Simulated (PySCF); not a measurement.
# Property card for `C/C=C/C[S-]`

C4H7S (charge -1).
Structure used (GFN2-xTB), in Å, numbered top down from 1:
```
atom  x, y, z in Å
C1    -1.916    0.250    0.347
C2    -0.454   -0.025    0.527
C3     0.410   -0.214   -0.466
C4     1.875   -0.340   -0.310
S5     2.572    1.228   -0.921
H6    -2.522   -0.535    0.810
H7    -2.168    0.302   -0.711
H8    -2.194    1.198    0.813
H9    -0.109   -0.046    1.554
H10    0.065   -0.167   -1.493
H11    2.161   -0.488    0.738
H12    2.281   -1.164   -0.913
```

GFN2-xTB geometry:

```yaml
Point_group_of_the_GFN2-xTB_geometry: C1
Rotational_constants_A_B_C_of_the_GFN2-xTB_geometry: 12.124, 1.674, 1.571 GHz
```

PBE0/pcSseg-1 ground state and GIAO shieldings, non-relativistic (PySCF):

```yaml
HOMO_energy: 0.55 eV
LUMO_energy: 5.12 eV
HOMO–LUMO_gap: 4.57 eV
Lowest_Hirshfeld_atomic_charge: -0.67 e on S5
Highest_Hirshfeld_atomic_charge: +0.03 e on H7
13C_chemical_shifts_computed_TMS_as_zero_by_class: 148.3 (C3), 102.9 (C2), 40.4 (C4), 22.8 (C1) ppm
1H_chemical_shifts_computed_TMS_as_zero_by_class: 5.87 (H10), 4.20 (H9), 3.41 (H11/H12), 1.51 (H6/H7/H8) ppm
Isotropic_shieldings_of_nuclei_other_than_C_and_H_by_class: 578 (S5) ppm
Mayer_bond_orders_between_heavy_atoms: C1–C2 1.06, C2–C3 1.82, C3–C4 1.05, C4–S5 1.02
```

Monoisotopic mass of the ion (most abundant isotopes, electron mass counted): 87.0274 u.

With B = h/(8π²I), that is 505.379 GHz u Å² over I, the principal moments of inertia are 41.7, 301.9 and 321.7 u Å² (most abundant isotopes). The rotational constants make it an asymmetric top with κ = (2B − A − C)/(A − C) = -0.98, nearer the prolate limit (−1).

Isolated species at its GFN2-xTB geometry (one conformer only). NMR classes are plain means over equivalent atoms (diastereotopic ones count apart unless rotation or inversion swaps them), as if these changed places fast; in this geometry the members of some classes differ. The HOMO energy is positive, so at this level the finite basis confines the outermost electrons. No diffuse functions stand in pcSseg-1, which bears on an anion's orbital energies.
